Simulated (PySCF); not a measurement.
CHCl₃. Atoms are numbered in the order given.

```xyz
5

Cl    -1.4680    -0.8475    -0.0842
C      0.0000     0.0000     0.4576
Cl     1.4680    -0.8475    -0.0842
Cl     0.0000     1.6951    -0.0842
H      0.0000     0.0000     1.5507
```

Coordinates come from a TPSSh-D3(BJ)/def2-SVP optimisation.

The numbers are results of TDDFT-PBE/def2-SVPD (PySCF 2.14.0), not measurements.

Vertical excitations; the highest root listed may be one member of a degenerate set.  State labels are in the subgroup Cs.

Q: Give excitation energies, oscillator strengths and character. (Estimate from the structure and the level; the computed values follow.)

A: 
```json
[
 {"state": "S1", "symmetry": "A\"", "energy (eV)": "5.55", "λ (nm)": "224", "f": "0.000", "main pairs": "HOMO→LUMO 99 %"},
 {"state": "S2", "symmetry": "A'", "energy (eV)": "5.95", "λ (nm)": "208", "f": "0.000", "main pairs": "HOMO−1→LUMO 99 %"},
 {"state": "S3", "symmetry": "A'", "energy (eV)": "6.13", "λ (nm)": "202", "f": "0.012", "main pairs": "HOMO−2→LUMO (degenerate set)"},
 {"state": "S4", "symmetry": "A\"", "energy (eV)": "6.13", "λ (nm)": "202", "f": "0.012", "main pairs": "HOMO−3→LUMO (degenerate set)"},
 {"state": "S5", "symmetry": "A'", "energy (eV)": "6.64", "λ (nm)": "187", "f": "0.009", "main pairs": "HOMO−5→LUMO, HOMO→LUMO+1 (degenerate set)"},
 {"state": "S6", "symmetry": "A\"", "energy (eV)": "6.64", "λ (nm)": "187", "f": "0.009", "main pairs": "HOMO−4→LUMO, HOMO→LUMO+2 (degenerate set)"},
 {"state": "S7", "symmetry": "A\"", "energy (eV)": "6.87", "λ (nm)": "180", "f": "0.011", "main pairs": "HOMO−4→LUMO, HOMO→LUMO+2, HOMO−1→LUMO+1 (degenerate set)"},
 {"state": "S8", "symmetry": "A'", "energy (eV)": "6.87", "λ (nm)": "180", "f": "0.011", "main pairs": "HOMO−5→LUMO, HOMO→LUMO+1, HOMO−1→LUMO+2 (degenerate set)"},
 {"state": "S9", "symmetry": "A\"", "energy (eV)": "7.07", "λ (nm)": "175", "f": "0.000", "main pairs": "HOMO−2→LUMO+1 49 %, HOMO−3→LUMO+2 49 %"},
 {"state": "S10", "symmetry": "A\"", "energy (eV)": "7.16", "λ (nm)": "173", "f": "0.052", "main pairs": "HOMO−1→LUMO+1 29 %, HOMO−2→LUMO+1 25 %, HOMO−3→LUMO+2 25 %, HOMO→LUMO+2 7 %"},
 {"state": "T1", "symmetry": "A\"", "energy (eV)": "5.18", "λ (nm)": "240", "f": "0", "main pairs": "HOMO→LUMO 99 %"},
 {"state": "T2", "symmetry": "A'", "energy (eV)": "5.59", "λ (nm)": "222", "f": "0", "main pairs": "HOMO−1→LUMO 99 %"},
 {"state": "T3", "symmetry": "A\"", "energy (eV)": "5.64", "λ (nm)": "220", "f": "0", "main pairs": "HOMO−3→LUMO (degenerate set)"},
 {"state": "T4", "symmetry": "A'", "energy (eV)": "5.64", "λ (nm)": "220", "f": "0", "main pairs": "HOMO−2→LUMO (degenerate set)"}
]
```
Triplets are in the Tamm–Dancoff approximation, which puts them higher than full response would, so one can lie above its singlet here.
